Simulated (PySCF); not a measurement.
# Mg, Mg⁺: ionisation energy in def2-SVP

Aim: the ionisation energy of magnesium from differences of total energies, at each level of theory, and how far each lands from the tabulated value where there is one.

The numbers are computed with PySCF 2.14.0 (unrestricted determinants in a Gaussian basis, no spin-orbit coupling in the energies), except any that are marked as measured or tabulated.

6 further runs of the same task are left out: 6 that didn't finish.

### Step 1. Starting point

* Element: magnesium (Z = 12)
* Basis: def2-SVP (4s3p1d, 18 functions)
* Hamiltonian: no relativity, point nucleus
* State 1: Mg: [Ne] 3s2, closed-shell 1S
* State 2: Mg⁺: [Ne] 3s1, 2S determinant
* Methods: UHF, r2SCAN, M06-2X, MP2, CCSD(T)
* Core shells frozen in the correlated runs: valence: [Ne] (for Mg)

Outer shells as boxes (Hund's rule):

Mg [Ne] 3s2
```
[Ne] core
3s [↑↓]
```

Mg+ [Ne] 3s1
```
[Ne] core
3s [↑ ]
```

One driver process ran all states and methods and kept the integrals in memory. Each run is shown as a PySCF script that sums up its settings (the driver passes frozen orbitals as a list and adds second-order terms of double hybrids); the logs are those of the runs themselves. The driver starts from symmetry-adapted Hartree-Fock orbitals, holds the occupation by maximum overlap and uses a logarithmic radial grid for functionals, so a plain start would take other cycles.

It was started by

```
> OMP_NUM_THREADS=1 python atomrun2.py TASK.json OUT
```

The integrals over 18 functions and the set-up took 0.09 s of CPU time.

### Step 2. Mg: the ladder of methods

Level: UHF.

input.py

```python
from pyscf import gto, scf, dft, mp, cc
import basis_set_exchange as bse
mol = gto.M(atom="Mg 0 0 0", charge=0, spin=0, symmetry="D2h",
            basis=gto.basis.parse(bse.get_basis("def2-SVP", elements=["Mg"], fmt="nwchem", header=False)))
mf = scf.UHF(mol)
mf.irrep_nelec = {'Ag': (3, 3), 'B1u': (1, 1), 'B2u': (1, 1), 'B3u': (1, 1)}
mf.kernel()
```

Standard output:

```text
damping factor = 0
level_shift factor = 0
DIIS = <class 'pyscf.scf.diis.CDIIS'>
diis_start_cycle = 1
diis_space = 10
diis_damp = 0
SCF conv_tol = 1e-09
SCF conv_tol_grad = None
number electrons alpha = 6  beta = 6
cycle= 1 E= -199.534810664466  delta_E= -7.67e-12  |g|= 4.99e-07  |ddm|= 1.33e-05
converged SCF energy = -199.534810664466  <S^2> = 2.6645353e-15  2S+1 = 1
```

Time after the integrals: 0.07 s (1 thread of Neoverse-N1, shared host).

Orbital energies by shell (radii are means over both spins):

| shell | electrons | mean orbital energy (eV) | spread (eV) | rms radius (bohr) |
| --- | --- | --- | --- | --- |
| 1s | 2 | -1334.3 | 0 | 0.152 |
| 2s | 2 | -102.74 | 0 | 0.757 |
| 2p | 6 | -62.342 | 0 | 0.776 |
| 3s | 2 | -6.846 | 0 | 3.54 |

⟨S²⟩ = 0.000, ⟨L²⟩ = 0.00.

Level: r2SCAN.

input.py differs from the last one in:

```diff
@@ -4,3 +4,3 @@
             basis=gto.basis.parse(bse.get_basis("def2-SVP", elements=["Mg"], fmt="nwchem", header=False)))
-mf = scf.UHF(mol)
+mf = dft.UKS(mol, xc="R2SCAN")
 mf.irrep_nelec = {'Ag': (3, 3), 'B1u': (1, 1), 'B2u': (1, 1), 'B3u': (1, 1)}
```

Standard output:

```text
damping factor = 0
level_shift factor = 0
DIIS = <class 'pyscf.scf.diis.CDIIS'>
diis_start_cycle = 1
diis_space = 10
diis_damp = 0
SCF conv_tol = 1e-09
SCF conv_tol_grad = None
number electrons alpha = 6  beta = 6
XC functionals = R2SCAN
    J. W. Furness, A. D. Kaplan, J. Ning, J. P. Perdew, and J. Sun.,  J. Phys. Chem. Lett. 11, 8208-8215 (2020)
    J. W. Furness, A. D. Kaplan, J. Ning, J. P. Perdew, and J. Sun.,  J. Phys. Chem. Lett. 11, 9248-9248 (2020)
    J. W. Furness, A. D. Kaplan, J. Ning, J. P. Perdew, and J. Sun.,  J. Phys. Chem. Lett. 11, 8208-8215 (2020)
    J. W. Furness, A. D. Kaplan, J. Ning, J. P. Perdew, and J. Sun.,  J. Phys. Chem. Lett. 11, 9248-9248 (2020)
cycle= 1 E= -199.962229349663  delta_E= -0.00111  |g|= 0.00702  |ddm|= 0.121
cycle= 2 E= -199.962250714552  delta_E= -2.14e-05  |g|= 0.00193  |ddm|= 0.0205
cycle= 3 E= -199.962252369651  delta_E= -1.66e-06  |g|= 1e-05  |ddm|= 0.0037
cycle= 4 E= -199.962252369694  delta_E= -4.25e-11  |g|= 6.6e-08  |ddm|= 7.65e-06
converged SCF energy = -199.962252369694  <S^2> = 8.8817842e-16  2S+1 = 1
```

Time after the integrals: 0.22 s (1 thread of Neoverse-N1, shared host).

Level: M06-2X.

input.py differs from the last one in:

```diff
@@ -4,3 +4,3 @@
             basis=gto.basis.parse(bse.get_basis("def2-SVP", elements=["Mg"], fmt="nwchem", header=False)))
-mf = dft.UKS(mol, xc="R2SCAN")
+mf = dft.UKS(mol, xc="M062X")
 mf.irrep_nelec = {'Ag': (3, 3), 'B1u': (1, 1), 'B2u': (1, 1), 'B3u': (1, 1)}
```

Standard output:

```text
damping factor = 0
level_shift factor = 0
DIIS = <class 'pyscf.scf.diis.CDIIS'>
diis_start_cycle = 1
diis_space = 10
diis_damp = 0
SCF conv_tol = 1e-09
SCF conv_tol_grad = None
number electrons alpha = 6  beta = 6
XC functionals = M062X
    Y. Zhao and D. G. Truhlar.,  Theor. Chem. Acc. 120, 215 (2008)
    Y. Zhao and D. G. Truhlar.,  Theor. Chem. Acc. 120, 215 (2008)
cycle= 1 E= -199.986584831979  delta_E= -0.00229  |g|= 0.00436  |ddm|= 0.239
cycle= 2 E= -199.986602832803  delta_E= -1.8e-05  |g|= 0.000681  |ddm|= 0.0257
cycle= 3 E= -199.986603046502  delta_E= -2.14e-07  |g|= 3.39e-05  |ddm|= 0.00119
cycle= 4 E= -199.986603049066  delta_E= -2.56e-09  |g|= 4.98e-07  |ddm|= 0.000366
cycle= 5 E= -199.986603049066  delta_E= -2.56e-13  |g|= 1.78e-09  |ddm|= 2.47e-06
converged SCF energy = -199.986603049066  <S^2> = 2.6645353e-15  2S+1 = 1
```

Time after the integrals: 0.28 s (1 thread of Neoverse-N1, shared host).

Level: MP2 (valence).

input.py differs from the last one in:

```diff
@@ -4,4 +4,5 @@
             basis=gto.basis.parse(bse.get_basis("def2-SVP", elements=["Mg"], fmt="nwchem", header=False)))
-mf = dft.UKS(mol, xc="M062X")
+mf = scf.UHF(mol)
 mf.irrep_nelec = {'Ag': (3, 3), 'B1u': (1, 1), 'B2u': (1, 1), 'B3u': (1, 1)}
 mf.kernel()
+mp.UMP2(mf, frozen=5).kernel()
```

The driver printed no log here.

Time after the integrals: 0.01 s (1 thread of Neoverse-N1, shared host).

With 2 electrons correlated, the MP2 correlation energy is -0.02011 hartree (0.00000 same spin, -0.02011 opposite spin); the SCS form gives -0.02413. Largest pairs of shells: 3s-3s -0.0201.

Level: CCSD(T) (valence).

input.py differs from the last one in:

```diff
@@ -7,2 +7,3 @@
 mf.kernel()
-mp.UMP2(mf, frozen=5).kernel()
+mycc = cc.CCSD(mf, frozen=5).run()
+mycc.ccsd_t()
```

Standard output:

```text
CC2 = 0
CCSD nocc = 1, nmo = 13
frozen orbitals [0, 1, 2, 3, 4]
max_cycle = 100
direct = 0
conv_tol = 1e-08
conv_tol_normt = 1e-06
diis_space = 8
diis_start_cycle = 0
Init t2, MP2 energy = -199.55491674931  E_corr(MP2) -0.0201060848446268
Init E_corr(CCSD) = -0.0201060848451244
cycle = 1  E_corr(CCSD) = -0.0268359589133966  dE = -0.00672987407  norm(t1,t2) = 0.0588341
cycle = 2  E_corr(CCSD) = -0.0294491421475769  dE = -0.00261318323  norm(t1,t2) = 0.028746
cycle = 3  E_corr(CCSD) = -0.0319711911726125  dE = -0.00252204903  norm(t1,t2) = 0.015456
cycle = 4  E_corr(CCSD) = -0.0319470793286267  dE = 2.4111844e-05  norm(t1,t2) = 0.0011818
cycle = 5  E_corr(CCSD) = -0.0319540880411493  dE = -7.00871252e-06  norm(t1,t2) = 0.000171144
cycle = 6  E_corr(CCSD) = -0.0319452111509909  dE = 8.87689016e-06  norm(t1,t2) = 4.24431e-05
cycle = 7  E_corr(CCSD) = -0.0319469642764443  dE = -1.75312545e-06  norm(t1,t2) = 1.24576e-05
cycle = 8  E_corr(CCSD) = -0.0319471619867899  dE = -1.97710346e-07  norm(t1,t2) = 1.30035e-06
cycle = 9  E_corr(CCSD) = -0.0319471078715726  dE = 5.41152173e-08  norm(t1,t2) = 6.0189e-07
cycle = 10  E_corr(CCSD) = -0.0319470659407943  dE = 4.19307783e-08  norm(t1,t2) = 2.69239e-07
cycle = 11  E_corr(CCSD) = -0.0319470631014653  dE = 2.83932908e-09  norm(t1,t2) = 1.11112e-08
CCSD converged
E(CCSD) = -199.5667577275672  E_corr = -0.03194706310146525
```

Time after the integrals: 0.09 s (1 thread of Neoverse-N1, shared host).

CCSD correlation -0.03195 hartree, triples 0.00000; total -199.566758. T1 = 0.012, largest double amplitude 0.136. With two correlated electrons the triples vanish and CCSD is exact in this space.

Radial density 4πr²ρ of Mg at UHF:

| r (bohr) | density |
| --- | --- |
| 0.00227 | 0.0637 |
| 0.00383 | 0.178 |
| 0.00644 | 0.484 |
| 0.0108 | 1.25 |
| 0.0182 | 2.93 |
| 0.0306 | 6.20 |
| 0.0515 | 10.7 |
| 0.0866 | 13.4 |
| 0.146 | 10.4 |
| 0.245 | 7.32 |
| 0.412 | 10.4 |
| 0.694 | 9.17 |
| 1.17 | 2.68 |
| 1.96 | 0.688 |
| 3.30 | 0.585 |
| 5.55 | 0.123 |
| 9.34 | 0.00251 |

### Step 3. Mg⁺: the ladder of methods

Level: UHF.

input.py

```python
from pyscf import gto, scf, dft, mp, cc
import basis_set_exchange as bse
mol = gto.M(atom="Mg 0 0 0", charge=1, spin=1, symmetry="D2h",
            basis=gto.basis.parse(bse.get_basis("def2-SVP", elements=["Mg"], fmt="nwchem", header=False)))
mf = scf.UHF(mol)
mf.irrep_nelec = {'Ag': (3, 2), 'B1u': (1, 1), 'B2u': (1, 1), 'B3u': (1, 1)}
mf.kernel()
```

Standard output:

```text
damping factor = 0
level_shift factor = 0
DIIS = <class 'pyscf.scf.diis.CDIIS'>
diis_start_cycle = 1
diis_space = 10
diis_damp = 0
SCF conv_tol = 1e-09
SCF conv_tol_grad = None
number electrons alpha = 6  beta = 5
cycle= 1 E= -199.292716189422  delta_E= -2.27e-13  |g|= 1.27e-07  |ddm|= 5.12e-07
converged SCF energy = -199.292716189422  <S^2> = 0.75005102  2S+1 = 2.000051
```

It took 0.07 s on 1 thread of Neoverse-N1, shared host, the integrals not counted.

Orbital energies by shell (radii are means over both spins):

| shell | electrons | mean orbital energy (eV) | spread (eV) | rms radius (bohr) |
| --- | --- | --- | --- | --- |
| 1s α | 1 | -1343.6 | 0 | 0.152 |
| 1s β | 1 | -1343.4 | 0 | 0.152 |
| 2s α | 1 | -111.81 | 0 | 0.756 |
| 2s β | 1 | -111.36 | 0 | 0.756 |
| 2p α | 3 | -71.360 | 0 | 0.774 |
| 2p β | 3 | -71.196 | 0 | 0.774 |
| 3s α | 1 | -14.619 | 0 | 3.09 |

⟨S²⟩ = 0.750, ⟨L²⟩ = 0.00.

Level: r2SCAN.

input.py differs from the last one in:

```diff
@@ -4,3 +4,3 @@
             basis=gto.basis.parse(bse.get_basis("def2-SVP", elements=["Mg"], fmt="nwchem", header=False)))
-mf = scf.UHF(mol)
+mf = dft.UKS(mol, xc="R2SCAN")
 mf.irrep_nelec = {'Ag': (3, 2), 'B1u': (1, 1), 'B2u': (1, 1), 'B3u': (1, 1)}
```

Standard output:

```text
damping factor = 0
level_shift factor = 0
DIIS = <class 'pyscf.scf.diis.CDIIS'>
diis_start_cycle = 1
diis_space = 10
diis_damp = 0
SCF conv_tol = 1e-09
SCF conv_tol_grad = None
number electrons alpha = 6  beta = 5
XC functionals = R2SCAN
    J. W. Furness, A. D. Kaplan, J. Ning, J. P. Perdew, and J. Sun.,  J. Phys. Chem. Lett. 11, 8208-8215 (2020)
    J. W. Furness, A. D. Kaplan, J. Ning, J. P. Perdew, and J. Sun.,  J. Phys. Chem. Lett. 11, 9248-9248 (2020)
    J. W. Furness, A. D. Kaplan, J. Ning, J. P. Perdew, and J. Sun.,  J. Phys. Chem. Lett. 11, 8208-8215 (2020)
    J. W. Furness, A. D. Kaplan, J. Ning, J. P. Perdew, and J. Sun.,  J. Phys. Chem. Lett. 11, 9248-9248 (2020)
cycle= 1 E= -199.691096775532  delta_E= -0.000804  |g|= 0.00769  |ddm|= 0.0823
cycle= 2 E= -199.691130115844  delta_E= -3.33e-05  |g|= 0.00183  |ddm|= 0.0322
cycle= 3 E= -199.691131513989  delta_E= -1.4e-06  |g|= 9.98e-05  |ddm|= 0.00225
cycle= 4 E= -199.691131538493  delta_E= -2.45e-08  |g|= 3.63e-06  |ddm|= 0.0014
cycle= 5 E= -199.691131538505  delta_E= -1.21e-11  |g|= 1.76e-06  |ddm|= 1.46e-05
converged SCF energy = -199.691131538505  <S^2> = 0.75008371  2S+1 = 2.0000837
```

Time after the integrals: 0.28 s (1 thread of Neoverse-N1, shared host).

Level: M06-2X.

input.py differs from the last one in:

```diff
@@ -4,3 +4,3 @@
             basis=gto.basis.parse(bse.get_basis("def2-SVP", elements=["Mg"], fmt="nwchem", header=False)))
-mf = dft.UKS(mol, xc="R2SCAN")
+mf = dft.UKS(mol, xc="M062X")
 mf.irrep_nelec = {'Ag': (3, 2), 'B1u': (1, 1), 'B2u': (1, 1), 'B3u': (1, 1)}
```

Standard output:

```text
damping factor = 0
level_shift factor = 0
DIIS = <class 'pyscf.scf.diis.CDIIS'>
diis_start_cycle = 1
diis_space = 10
diis_damp = 0
SCF conv_tol = 1e-09
SCF conv_tol_grad = None
number electrons alpha = 6  beta = 5
XC functionals = M062X
    Y. Zhao and D. G. Truhlar.,  Theor. Chem. Acc. 120, 215 (2008)
    Y. Zhao and D. G. Truhlar.,  Theor. Chem. Acc. 120, 215 (2008)
cycle= 1 E= -199.700111564025  delta_E= -0.00103  |g|= 0.00473  |ddm|= 0.125
cycle= 2 E= -199.700133503375  delta_E= -2.19e-05  |g|= 0.000805  |ddm|= 0.0293
cycle= 3 E= -199.700134183274  delta_E= -6.8e-07  |g|= 0.000111  |ddm|= 0.00548
cycle= 4 E= -199.700134189272  delta_E= -6e-09  |g|= 1.71e-05  |ddm|= 0.000462
cycle= 5 E= -199.700134189438  delta_E= -1.66e-10  |g|= 1.35e-05  |ddm|= 0.00021
converged SCF energy = -199.700134189438  <S^2> = 0.75000823  2S+1 = 2.0000082
```

Time after the integrals: 0.28 s (1 thread of Neoverse-N1, shared host).

Radial density 4πr²ρ of Mg⁺ at UHF:

| r (bohr) | density | spin density |
| --- | --- | --- |
| 0.00227 | 0.0637 | 0.000 |
| 0.00383 | 0.178 | 0.000 |
| 0.00644 | 0.484 | 0.001 |
| 0.0108 | 1.25 | 0.002 |
| 0.0182 | 2.93 | 0.005 |
| 0.0306 | 6.20 | 0.010 |
| 0.0515 | 10.7 | 0.015 |
| 0.0866 | 13.4 | 0.015 |
| 0.146 | 10.4 | 0.001 |
| 0.245 | 7.32 | 0.007 |
| 0.412 | 10.4 | 0.060 |
| 0.694 | 9.16 | 0.019 |
| 1.17 | 2.64 | 0.059 |
| 1.96 | 0.488 | 0.331 |
| 3.30 | 0.305 | 0.305 |
| 5.55 | 0.0276 | 0.028 |
| 9.34 | 1.04e-05 | 0.000 |

### Step 4. Orbital energies side by side

Highest occupied Hartree-Fock shell of each state: Mg 3s at -6.846 eV; Mg⁺ 3s α at -14.619 eV.

### Step 5. The energy differences

Ionisation energy: Mg [Ne] 3s2 (1S) → Mg⁺ [Ne] 3s1 (2S).

| method | value (eV) | error (eV) | CPU time, both states (s) |
| --- | --- | --- | --- |
| UHF | 6.588 | -1.059 | 0.14 |
| r2SCAN | 7.378 | -0.269 | 0.5 |
| M06-2X | 7.795 | +0.149 | 0.56 |
| MP2 (valence) | 7.135 | -0.511 |  |
| SCS-MP2 (valence) | 7.244 | -0.402 |  |
| CCSD (valence) | 7.457 | -0.189 |  |
| CCSD(T) (valence) | 7.457 | -0.189 |  |
| CCSDT (valence) | 7.457 | -0.189 |  |
| FCI (valence) | 7.457 | -0.189 |  |

Reference: 7.646 eV (measured; NIST levels, between the centres of gravity of the two terms). Errors of the correlated levels include the incompleteness of this basis.

Times are CPU seconds on a shared host without the integrals; correlated rows include their Hartree-Fock run, whose time holds the symmetry-adapted start and any spin-orbit constants, while functionals begin from orbitals already made.

### Step 6. Outcome

```
             quantity                                               value
ionisation energy, Mg  UHF 6.588, FCI (valence) 7.457 eV; reference 7.646
```

Accuracy against cost (mean over 1 difference):

| method | mean absolute miss against the measured value (with the measured fine structure taken into account where it is known) (eV) | CPU time, both states (s) |
| --- | --- | --- |
| UHF | 1.059 | 0.14 |
| r2SCAN | 0.269 | 0.5 |
| M06-2X | 0.149 | 0.56 |
| MP2 (valence) | 0.511 |  |
| SCS-MP2 (valence) | 0.402 |  |
| CCSD (valence) | 0.189 |  |
| CCSD(T) (valence) | 0.189 |  |
| CCSDT (valence) | 0.189 |  |
| FCI (valence) | 0.189 |  |

**Reading.** Against experiment M06-2X comes closest (off by 0.15 eV) and UHF is farthest (1.06 eV). Hartree-Fock falls short because the species with more electrons holds more correlation energy, which it lacks. All values hold for this basis alone; no basis-set limit was taken. The dearest level timed, M06-2X, costs 4 times the cheapest, UHF, and differs from the measured value (with the measured fine structure taken into account where it is known) by 0.15 against 1.06 eV.
